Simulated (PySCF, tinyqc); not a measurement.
Worked calculation: G0W0 on RHF in the sto-3g basis, for BH, spin multiplicity 1. The lowest restricted solution is unstable here: a spin-polarised one lies 0.0055 hartree lower (PySCF). Computed by tinyqc, a small Python program that keeps every step (integrals from PySCF). Settings: charge = 0, multiplicity = 1, basis = sto-3g, method = RHF, energy threshold = 1e-10, iteration cap = 61, orthogonalisation = symmetric, start = core, DIIS depth = 6. Command: `OMP_NUM_THREADS=1 python tinyqc.py 31927 31928 out.jsonl` (the two numbers bound the seeds that draw the settings). One thread of a shared host (Intel(R) Xeon(R) Processor @ 2.60GHz), about 0.06 s of CPU time with the checks. Later iterations appear only in the table of the cycle.

## One-electron integrals

Geometry (angstrom):
```
atom         x         y         z
B     0.000000  0.000000  0.000000
H     0.000000  0.000000  1.621000
```

Basis sto-3g: exponents (1/bohr^2) and contraction coefficients of normalised primitives:
```
element  l (shell)   exponent  coefficient
B            s (1)  48.791113     0.154329
B            s (1)   8.887362     0.535328
B            s (1)   2.405267     0.444635
B            s (2)   2.236956    -0.099967
B            s (2)   0.519821     0.399513
B            s (2)   0.169062     0.700115
B            p (3)   2.236956     0.155916
B            p (3)   0.519821     0.607684
B            p (3)   0.169062     0.391957
H            s (1)   3.425251     0.154329
H            s (1)   0.623914     0.535328
H            s (1)   0.168855     0.444635
```

Overlap, kinetic and nuclear-attraction integrals over the contracted functions; the nuclear repulsion is the sum of Za Zb / Rab.

nuclear repulsion = 1.63225543 hartree

overlap S, lower triangle:
```
           1B 1s     1B 2s    1B 2px    1B 2py    1B 2pz     2H 1s
1B 1s   1.000000
1B 2s   0.269328  1.000000
1B 2px  0.000000  0.000000  1.000000
1B 2py  0.000000  0.000000  0.000000  1.000000
1B 2pz  0.000000  0.000000  0.000000  0.000000  1.000000
2H 1s   0.025420  0.281307  0.000000  0.000000  0.329596  1.000000
```

kinetic energy T (hartree), lower triangle:
```
            1B 1s     1B 2s    1B 2px    1B 2py    1B 2pz     2H 1s
1B 1s   10.826302
1B 2s   -0.047967  0.359168
1B 2px   0.000000  0.000000  1.123881
1B 2py   0.000000  0.000000  0.000000  1.123881
1B 2pz   0.000000  0.000000  0.000000  0.000000  1.123881
2H 1s   -0.007311  0.015683  0.000000  0.000000  0.073480  0.760032
```

nuclear attraction V (hartree), lower triangle:
```
             1B 1s      1B 2s     1B 2px     1B 2py     1B 2pz      2H 1s
1B 1s   -23.473839
1B 2s    -3.227285  -4.096153
1B 2px    0.000000   0.000000  -4.044808
1B 2py    0.000000   0.000000   0.000000  -4.044808
1B 2pz   -0.010014  -0.098859   0.000000   0.000000  -4.107452
2H 1s    -0.306345  -0.915573   0.000000   0.000000  -1.006171  -2.854989
```

core Hamiltonian H = T + V (hartree), lower triangle:
```
             1B 1s      1B 2s     1B 2px     1B 2py     1B 2pz      2H 1s
1B 1s   -12.647537
1B 2s    -3.275252  -3.736985
1B 2px    0.000000   0.000000  -2.920928
1B 2py    0.000000   0.000000   0.000000  -2.920928
1B 2pz   -0.010014  -0.098859   0.000000   0.000000  -2.983572
2H 1s    -0.313656  -0.899890   0.000000   0.000000  -0.932691  -2.094957
```

## Two-electron integrals

Functions are numbered as in S; the eight-fold symmetry (ij|kl) = (ji|kl) = (kl|ij) leaves the list below.

Two-electron integrals (ij|kl) in chemists' order, unique and non-zero (hartree):
```
(11|11) 2.923513   (21|11) 0.518376   (21|21) 0.109262   (22|11) 0.744229
(22|21) 0.193177   (22|22) 0.544804   (31|31) 0.020264   (32|31) 0.029996
(32|32) 0.120346   (33|11) 0.742491   (33|21) 0.193240   (33|22) 0.544682
(33|33) 0.586773   (41|41) 0.020264   (42|41) 0.029996   (42|42) 0.120346
(43|43) 0.031630   (44|11) 0.742491   (44|21) 0.193240   (44|22) 0.544682
(44|33) 0.523513   (44|44) 0.586773   (51|51) 0.020264   (52|51) 0.029996
(52|52) 0.120346   (53|53) 0.031630   (54|54) 0.031630   (55|11) 0.742491
(55|21) 0.193240   (55|22) 0.544682   (55|33) 0.523513   (55|44) 0.523513
(55|55) 0.586773   (61|11) 0.048687   (61|21) 0.010229   (61|22) 0.018162
(61|33) 0.018087   (61|44) 0.018087   (61|51) 0.000711   (61|52) 0.001325
(61|55) 0.018322   (61|61) 0.000985   (62|11) 0.144816   (62|21) 0.038332
(62|22) 0.122786   (62|33) 0.119072   (62|44) 0.119072   (62|51) 0.004146
(62|52) 0.027697   (62|55) 0.130086   (62|61) 0.003826   (62|62) 0.042626
(63|31) 0.003406   (63|32) 0.016899   (63|53) 0.004859   (63|63) 0.004030
(64|41) 0.003406   (64|42) 0.016899   (64|54) 0.004859   (64|64) 0.004030
(65|11) 0.148286   (65|21) 0.039703   (65|22) 0.133974   (65|33) 0.127172
(65|44) 0.127172   (65|51) 0.006938   (65|52) 0.043543   (65|55) 0.147419
(65|61) 0.004102   (65|62) 0.053959   (65|65) 0.070938   (66|11) 0.325577
(66|21) 0.087614   (66|22) 0.318529   (66|33) 0.301794   (66|44) 0.301794
(66|51) 0.009748   (66|52) 0.089734   (66|55) 0.351514   (66|61) 0.008801
(66|62) 0.152444   (66|65) 0.207668   (66|66) 0.774606
```

## Orthogonalisation

S = U s U^T; symmetric (Loewdin) form X = U s^(-1/2) U^T, so that X^T S X = 1.

eigenvalues of S: 0.535002  0.802741  1.000000  1.000000  1.177059  1.485197

X, lower triangle:
```
            1B 1s      1B 2s    1B 2px    1B 2py     1B 2pz     2H 1s
1B 1s    1.029562
1B 2s   -0.146381   1.065804
1B 2px   0.000000   0.000000  1.000000
1B 2py   0.000000   0.000000  0.000000  1.000000
1B 2pz  -0.005897   0.041931  0.000000  0.000000   1.047437
2H 1s    0.019777  -0.165131  0.000000  0.000000  -0.187831  1.082770
```

## Starting guess

The start is the orbitals of the core Hamiltonian; D = 2 C_occ C_occ^T.

D at the start, lower triangle:
```
            1B 1s      1B 2s    1B 2px    1B 2py     1B 2pz     2H 1s
1B 1s    2.160321
1B 2s   -0.598678   2.232260
1B 2px   0.000000   0.000000  0.000000
1B 2py   0.000000   0.000000  0.000000  0.000000
1B 2pz  -0.020711   0.089500  0.000000  0.000000   2.105108
2H 1s    0.043182  -0.144805  0.000000  0.000000  -0.182280  0.024223
```

## Iteration 1: building the Fock matrix

J_ij = sum D_kl (ij|kl), K_ij = sum D_kl (ik|jl); F = H + J - 0.5 K; E = tr D H + tr D J / 2 - 0.25 tr D K + E_nn.

Coulomb J (hartree), lower triangle:
```
           1B 1s      1B 2s    1B 2px    1B 2py    1B 2pz     2H 1s
1B 1s   8.835475
1B 2s   1.804477   3.664114
1B 2px  0.000000   0.000000  3.618592
1B 2py  0.000000   0.000000  0.000000  3.618592
1B 2pz  0.001098  -0.001308  0.000000  0.000000  3.742414
2H 1s   0.169948   0.791683  0.000000  0.000000  0.853606  1.964785
```

exchange K (hartree), lower triangle:
```
           1B 1s     1B 2s    1B 2px    1B 2py    1B 2pz     2H 1s
1B 1s   5.982611
1B 2s   1.100869  1.432909
1B 2px  0.000000  0.000000  0.336813
1B 2py  0.000000  0.000000  0.000000  0.336813
1B 2pz  0.000170  0.003037  0.000000  0.000000  1.447687
2H 1s   0.111917  0.296800  0.000000  0.000000  0.293254  0.151190
```

Fock matrix F (hartree), lower triangle:
```
            1B 1s      1B 2s    1B 2px    1B 2py     1B 2pz      2H 1s
1B 1s   -6.803367
1B 2s   -2.021210  -0.789326
1B 2px   0.000000   0.000000  0.529258
1B 2py   0.000000   0.000000  0.000000  0.529258
1B 2pz  -0.009002  -0.101685  0.000000  0.000000   0.034999
2H 1s   -0.199666  -0.256607  0.000000  0.000000  -0.225711  -0.205766
```

total energy of this density = -24.05142022 hartree

## Iteration 1: diagonalisation and new density

Diagonalise F' = X^T F X, C = X C', fill 3 alpha and 3 beta electrons from the bottom; D = 2 C_occ C_occ^T. Each column has its largest component positive (the first on a tie).

F' = X^T F X (hartree), lower triangle:
```
           1          2         3         4          5          6
1  -6.625974
2  -1.088697  -0.342461
3   0.000000   0.000000  0.529258
4   0.000000   0.000000  0.000000  0.529258
5  -0.009951  -0.044916  0.000000  0.000000   0.114106
6   0.007481  -0.163602  0.000000  0.000000  -0.225773  -0.082207
```

orbital energies (hartree): MO1 -6.809362, MO2 -0.359711, MO3 -0.037166, MO4 0.269703, MO5 0.529258, MO6 0.529258

coefficients C:
```
              MO1        MO2        MO3        MO4       MO5        MO6
1B 1s    0.990981  -0.190526  -0.244600  -0.060643  0.000000   0.000000
1B 2s    0.032296   0.581370   0.876962   0.279812  0.000000   0.000000
1B 2px   0.000000   0.000000   0.000000   0.000000  0.153974   0.988075
1B 2py   0.000000   0.000000   0.000000   0.000000  0.988075  -0.153974
1B 2pz   0.003297   0.296842  -0.364433   0.955647  0.000000   0.000000
2H 1s   -0.005133   0.557753  -0.530641  -0.801645  0.000000   0.000000
```

D after iteration 1, lower triangle:
```
            1B 1s      1B 2s    1B 2px    1B 2py    1B 2pz     2H 1s
1B 1s    2.156346
1B 2s   -0.586534   2.216194
1B 2px   0.000000   0.000000  0.000000
1B 2py   0.000000   0.000000  0.000000  0.000000
1B 2pz   0.071703  -0.293825  0.000000  0.000000  0.441874
2H 1s    0.036883  -0.282514  0.000000  0.000000  0.717861  1.185389
```

Within a degenerate level the vectors are fixed only up to a rotation; this is one choice.

## Iteration 7 (converged): orbitals

converged F (hartree), lower triangle:
```
            1B 1s      1B 2s    1B 2px    1B 2py     1B 2pz      2H 1s
1B 1s   -7.364692
1B 2s   -2.148492  -1.016987
1B 2px   0.000000   0.000000  0.256250
1B 2py   0.000000   0.000000  0.000000  0.256250
1B 2pz  -0.017560   0.000389  0.000000  0.000000  -0.014627
2H 1s   -0.211075  -0.315337  0.000000  0.000000  -0.315289  -0.211231
```

As before.

F' = X^T F X (hartree), lower triangle:
```
           1          2         3         4          5          6
1  -7.187317
2  -1.113438  -0.543028
3   0.000000   0.000000  0.256250
4   0.000000   0.000000  0.000000  0.256250
5  -0.036739   0.087141  0.000000  0.000000   0.104330
6   0.014630  -0.222062  0.000000  0.000000  -0.341258  -0.032616
```

orbital energies (hartree): MO1 -7.369075, MO2 -0.486251, MO3 -0.244181, MO4 0.256250, MO5 0.256250, MO6 0.440875

coefficients C:
```
              MO1        MO2        MO3       MO4        MO5        MO6
1B 1s    0.992581  -0.247601  -0.160472  0.000000   0.000000  -0.097858
1B 2s    0.026800   0.802384   0.607514  0.000000   0.000000   0.415667
1B 2px   0.000000   0.000000   0.000000  0.076829   0.997044   0.000000
1B 2py   0.000000   0.000000   0.000000  0.997044  -0.076829   0.000000
1B 2pz   0.003620   0.125864  -0.575226  0.000000   0.000000   0.887388
2H 1s   -0.004356   0.412977  -0.549348  0.000000   0.000000  -0.873486
```

D after iteration 7, lower triangle:
```
            1B 1s      1B 2s    1B 2px    1B 2py    1B 2pz     2H 1s
1B 1s    2.144549
1B 2s   -0.539118   2.027224
1B 2px   0.000000   0.000000  0.000000
1B 2py   0.000000   0.000000  0.000000  0.000000
1B 2pz   0.129474  -0.496739  0.000000  0.000000  0.693479
2H 1s   -0.036844  -0.004974  0.000000  0.000000  0.735925  0.944704
```

Within a degenerate level the vectors are fixed only up to a rotation; this is one choice.

## Convergence

Stop when the energy changes by less than 1e-10 hartree and every element of the error matrix X^T (F D S - S D F) X is below 3e-06.

Course of the cycle:
```
iteration   E (hartree)     change  largest element of the error matrix
1          -24.05142022          -                             4.65e-01
2          -24.66939297  -6.18e-01                             1.23e-01
3          -24.69544360  -2.61e-02                             3.64e-02
4          -24.69760447  -2.16e-03                             2.33e-03
5          -24.69761144  -6.97e-06                             1.11e-04
6          -24.69761146  -2.06e-08                             2.73e-07
7          -24.69761146  -1.21e-13                             3.85e-08
```

PySCF RHF in the same basis = -24.69761146 hartree

Converged in 7 iterations.

## Populations, bond orders and dipole

Mulliken: Z minus the diagonal of D S on the atom; Loewdin: the same with S^(1/2) D S^(1/2); Mayer order: 2 sum_s sum (D(s) S)_ij (D(s) S)_ji over the two atoms.

Charges (e):
```
atom   Mulliken    Loewdin
1B     0.184925   0.176553
2H    -0.184925  -0.176553
```

Mayer bond orders:
```
pair     order
2-1   0.965803
```

dipole moment about the origin, x y z (debye): 0.000000  0.000000  0.002492

## Integrals over molecular orbitals

(pq|rs) = sum C_ip C_jq C_kr C_ls (ij|kl), one index at a time.

one-electron integrals over orbitals h = C^T H C (hartree), lower triangle:
```
            1          2          3          4          5          6
1  -12.634718
2    0.305111  -2.933031
3    0.186946  -0.246565  -2.662612
4    0.000000   0.000000   0.000000  -2.920928
5    0.000000   0.000000   0.000000   0.000000  -2.920928
6    0.116310  -0.427520   0.368032   0.000000   0.000000  -2.473633
```

Two-electron integrals over orbitals (pq|rs), unique and non-zero (hartree):
```
(11|11) 2.892550    (21|11) -0.269745   (21|21) 0.040162    (22|11) 0.620630
(22|21) -0.009012   (22|22) 0.485859    (31|11) -0.171514   (31|21) 0.023573
(31|22) -0.013507   (31|31) 0.023918    (32|11) 0.136590    (32|21) -0.008455
(32|22) -0.028259   (32|31) 0.005979    (32|32) 0.115024    (33|11) 0.597957
(33|21) -0.010187   (33|22) 0.437424    (33|31) 0.003127    (33|32) 0.025215
(33|33) 0.486613    (41|41) 0.021613    (42|41) 0.022838    (42|42) 0.079001
(43|41) 0.014489    (43|42) 0.043428    (43|43) 0.043163    (44|11) 0.742011
(44|21) -0.009993   (44|22) 0.467613    (44|31) -0.005923   (44|32) 0.074339
(44|33) 0.450853    (44|44) 0.586773    (51|51) 0.021613    (52|51) 0.022838
(52|52) 0.079001    (53|51) 0.014489    (53|52) 0.043428    (53|53) 0.043163
(54|54) 0.031630    (55|11) 0.742011    (55|21) -0.009993   (55|22) 0.467613
(55|31) -0.005923   (55|32) 0.074339    (55|33) 0.450853    (55|44) 0.523513
(55|55) 0.586773    (61|11) -0.105383   (61|21) 0.018325    (61|22) 0.005247
(61|31) -0.000931   (61|32) -0.015703   (61|33) -0.014456   (61|44) -0.003572
(61|55) -0.003572   (61|61) 0.021951    (62|11) 0.160276    (62|21) -0.002809
(62|22) 0.046652    (62|31) -0.012742   (62|32) 0.033500    (62|33) -0.012670
(62|44) 0.086990    (62|55) 0.086990    (62|61) 0.011075    (62|62) 0.101118
(63|11) -0.152412   (63|21) 0.003867    (63|22) 0.002081    (63|31) -0.004683
(63|32) -0.103981   (63|33) -0.034801   (63|44) -0.082550   (63|55) -0.082550
(63|61) 0.009619    (63|62) -0.061115   (63|63) 0.124846    (64|41) 0.008375
(64|42) 0.030168    (64|43) 0.000620    (64|64) 0.027308    (65|51) 0.008375
(65|52) 0.030168    (65|53) 0.000620    (65|65) 0.027308    (66|11) 0.620441
(66|21) -0.006640   (66|22) 0.497775    (66|31) -0.013706   (66|32) -0.059680
(66|33) 0.462996    (66|44) 0.447485    (66|55) 0.447485    (66|61) 0.008474
(66|62) 0.015574    (66|63) 0.033182    (66|66) 0.552017
```

## Screening: direct RPA

With D = e_a - e_i and K = (ia|jb): diagonalise D^(1/2) (D + 4K) D^(1/2) = Z w^2 Z^T; X + Y = D^(1/2) Z w^(-1/2), each column of Z with its largest component positive (the first on a tie); E_c = (sum w - tr (D + 2K)) / 2.

D^(1/2) (D + 4K) D^(1/2) (hartree^2), lower triangle:
```
           1>4        1>5        1>6       2>4       2>5        2>6       3>4       3>5
1>4  58.804806
1>5   0.000000  58.804806
1>6   0.000000   0.000000  61.681046
2>4   0.217368   0.000000   0.000000  0.785940
2>5   0.000000   0.217368   0.000000  0.000000  0.785940
2>6   0.000000   0.000000   0.119204  0.000000  0.000000   1.234559
3>4   0.113210   0.000000   0.000000  0.105890  0.000000   0.000000  0.336832
3>5   0.000000   0.113210   0.000000  0.000000  0.105890   0.000000  0.000000  0.336832
3>6   0.000000   0.000000   0.088999  0.000000  0.000000  -0.194824  0.000000  0.000000

          3>6
3>6  0.811408
```

excitation energies w (hartree): 0.559509  0.559509  0.857386  0.899270  0.899270  1.144768  7.668497  7.668497  7.853751

X + Y:
```
             1          2          3          4          5          6         7         8
1>4   0.000003  -0.003982   0.000000   0.000003  -0.011891   0.000000  0.997172  0.000000
1>5  -0.003982  -0.000003   0.000000  -0.011891  -0.000003   0.000000  0.000000  0.997172
1>6   0.000000   0.000000  -0.006253   0.000000   0.000000  -0.003403  0.000000  0.000000
2>4   0.000195  -0.251175   0.000000  -0.000256   0.886795   0.000000  0.001167  0.000000
2>5  -0.251175  -0.000195   0.000000   0.886795   0.000256   0.000000  0.000000  0.001167
2>6   0.000000   0.000000   0.378344   0.000000   0.000000   0.838253  0.000000  0.000000
3>4  -0.000717   0.922978   0.000000  -0.000047   0.162647   0.000000  0.000496  0.000000
3>5   0.922978   0.000717   0.000000   0.162647   0.000047   0.000000  0.000000  0.000496
3>6   0.000000   0.000000   0.832606   0.000000   0.000000  -0.281458  0.000000  0.000000

            9
1>4  0.000000
1>5  0.000000
1>6  0.997205
2>4  0.000000
2>5  0.000000
2>6  0.000676
3>4  0.000000
3>5  0.000000
3>6  0.000430
```

RPA correlation energy = -0.05956371 hartree

Within a degenerate level the vectors are fixed only up to a rotation; this is one choice.

## G0W0 on Hartree-Fock: HOMO

W(p,q,m) = sqrt2 sum_ia (pq|ia) (X+Y)_ia,m; Sigma_c(x) = sum_(i,m) W^2/(x - e_i + w_m) + sum_(a,m) W^2/(x - e_a - w_m); solve x = e_p + Sigma_c(x) by Newton steps; Z = 1/(1 - dSigma/dx); 1 hartree = 27.211386 eV.

The 12 largest terms at x = e_p (hartree; W for the signs of X + Y given):
```
q  m          W       term
2  3  -0.104372   0.009908
6  3   0.114219  -0.008458
6  6  -0.122191  -0.008160
2  6   0.081178   0.004752
5  4   0.064149  -0.002940
4  5   0.064149  -0.002940
3  3  -0.047629   0.002646
5  1   0.040833  -0.001573
4  2   0.040833  -0.001573
2  9  -0.022177   0.000061
3  9  -0.020420   0.000053
5  8   0.020534  -0.000052
```

Newton steps (hartree):
```
step          x  Sigma_c(x)         Z
0     -0.244181   -0.008308  0.968363
1     -0.252226   -0.008045  0.968321
2     -0.252225   -0.008045  0.968321
```

quasiparticle energy of the HOMO = -6.863405 eV

Hartree-Fock value = -6.644501 eV

## G0W0 on Hartree-Fock: LUMO

As before.

The 12 largest terms at x = e_p (hartree; W for the signs of X + Y given):
```
q  m          W       term
4  6   0.135999  -0.016157
2  5   0.108682   0.007195
4  3  -0.050624  -0.002989
3  5   0.064149   0.002940
3  2   0.040833   0.001573
6  5   0.037836  -0.001321
2  2   0.028496   0.000624
6  2  -0.009954  -0.000133
2  7   0.032367   0.000125
1  5   0.031611   0.000117
1  7   0.030527   0.000061
3  7   0.020534   0.000052
```

Newton steps (hartree):
```
step         x  Sigma_c(x)         Z
0     0.256250   -0.007921  0.973249
1     0.248540   -0.007710  0.973418
2     0.248540   -0.007710  0.973418
```

quasiparticle energy of the LUMO = 6.763107 eV

Hartree-Fock value = 6.972913 eV
